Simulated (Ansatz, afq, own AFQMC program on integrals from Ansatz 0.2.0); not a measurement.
**H₂ + NH, triplet in cc-pVTZ along one coordinate**

```yaml
atoms:
  - { symbol: H, position_ang: [-2.0834, 0.0594, 0.0000] }
  - { symbol: H, position_ang: [-1.3384, 0.0594, 0.0000] }
  - { symbol: N, position_ang: [0.2116, 0.0594, 0.0000] }
  - { symbol: H, position_ang: [0.4807, -0.9448, 0.0000] }
```

A hydrogen atom is moved from one rigid fragment to the other; the H1–H2 distance tells how far. The two fragments are held close together, so this isn't a minimum-energy path and the start is a compressed complex. Energies in eV count from this geometry (0.745 Å) at the same level; the start stands on UHF, each point on the determinant named.

Basis cc-pVTZ. Noble-gas cores (and the filled d shells of Ga–Kr and In–Xe) are frozen. AFQMC by an in-house program on the Cholesky factors that Ansatz 0.2.0 writes for its CCSD(T) run. The CISD trial takes its coefficients from CCSD amplitudes. Released means that phaseless walkers are propagated on without the constraint, phases kept. ± is one standard error of the sampling.

Cautions, each for one point or more: lower spins were not checked; the ph-AFQMC/CISD walk drifts between its halves; unrestricted determinant slightly spin contaminated.

```json
{"r(H1–H2) / Å": "0.891", "det.": "UHF", "T1": "0.020", "weight": "0.92", "⟨S²⟩": "2.04", "CCSD(T)": "0.240", "ph-AFQMC/CISD": "0.238 ± 0.003", "CCSDT(Q)": "0.236", "CCSD": "0.262", "HF": "0.421"}
{"r(H1–H2) / Å": "0.964", "det.": "UHF", "T1": "0.022", "weight": "0.92", "⟨S²⟩": "2.06", "CCSD(T)": "0.369", "ph-AFQMC/CISD": "0.369 ± 0.004", "CCSDT(Q)": "0.362", "CCSD": "0.405", "HF": "0.644"}
{"r(H1–H2) / Å": "1.036", "det.": "UHF", "T1": "0.022", "weight": "0.92", "⟨S²⟩": "2.07", "CCSD(T)": "0.421", "ph-AFQMC/CISD": "0.417 ± 0.004", "CCSDT(Q)": "0.415", "CCSD": "0.468", "HF": "0.759"}
{"r(H1–H2) / Å": "1.109", "det.": "UHF", "T1": "0.019", "weight": "0.92", "⟨S²⟩": "2.06", "CCSD(T)": "0.388", "ph-AFQMC/CISD": "0.387 ± 0.004", "CCSDT(Q)": "0.383", "CCSD": "0.438", "HF": "0.725"}
{"r(H1–H2) / Å": "1.255", "det.": "UHF", "T1": "0.015", "weight": "0.93", "⟨S²⟩": "2.02", "CCSD(T)": "0.267", "ph-AFQMC/CISD": "0.269 ± 0.003", "CCSDT(Q)": "0.267", "CCSD": "0.305", "HF": "0.464"}
```

Weight is that of the determinant in the CISD state; at the start T1 is 0.014 and the weight 0.93, and ⟨S²⟩ is 2.02. Largest departures from CCSDT(Q), at the points where its series has closed: CCSD(T) 0.007 eV at 1.036 (on UHF), ph-AFQMC/CISD 0.006 eV at 0.964 (on UHF) (within the noise), CCSD 0.055 eV at 1.109 (on UHF), HF 0.344 eV at 1.036 (on UHF).

Some points may be missing: those where a free walk finds a much lower state, and past Zn most of those on another determinant than at the start.

A walk keeps the symmetry of its determinant, which the program's search chose and which needn't be the lowest solution, so a lower state of the same spin and another symmetry isn't excluded.
